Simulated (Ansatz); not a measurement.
```yaml
crystal:
  periodic: [false, false, false]
  atoms:
    - {symbol: P, position_ang: [-0.551227, 0.274708, -1.183258]}
    - {symbol: B, position_ang: [0.393296, 0.613782, 0.509427]}
    - {symbol: S, position_ang: [1.635593, -0.794072, 1.020278]}
    - {symbol: H, position_ang: [-1.192139, -1.103038, -0.901398]}
    - {symbol: H, position_ang: [-1.934561, 0.927477, -0.613165]}
    - {symbol: H, position_ang: [0.432758, 1.677351, 1.035485]}
    - {symbol: H, position_ang: [1.326719, -1.675081, 0.340470]}
basis:
  gaussian: {orbitals: x2c-TZVPPall}
total_charge: 1
magnetization: {spin_polarized: true, initial_magnetization: 1}
hamiltonian: {xc: {name: wB97X-D}, dispersion: d3bjatm}
scf: {lower_state_search: full}
```

```sh
$ ansatz run in.yaml --threads 2 --pin off --events-out ev --progress --plain --max-ram 4352MiB
```

Shortened log:

```
Error: YAML parse error: error: line 15 column 19: hamiltonian.xc: no functional is named "wB97X-D"; the names, which are not case-sensitive, are SVWN5, SPW92, PBE, PBE0, PBEsol, revPBE, revPBE0, RPBE, rPW86-PBE, HSE06, wPBEh, LC-wPBE, HISS, HF, BLYP, B3LYP, B3LYP5, BHLYP, CAM-B3LYP, r2SCAN, r2SCANh, r2SCAN0, r2SCAN50, m-r2SCAN, B97, wB97, wB97X, wB97X-V, B97M-V, wB97M-V, B2PLYP, B2GP-PLYP, PBE0-DH, PBE-QIDH
13 | total_charge: 1
14 | magnetization: {spin_polarized: true, initial_magnetization: 1}
15 | hamiltonian: {xc: {name: wB97X-D}, dispersion: d3bjatm}
16 | scf: {lower_state_search: full}
```

In this input the method's name isn't one that the program takes here. The input was rejected before any iteration.
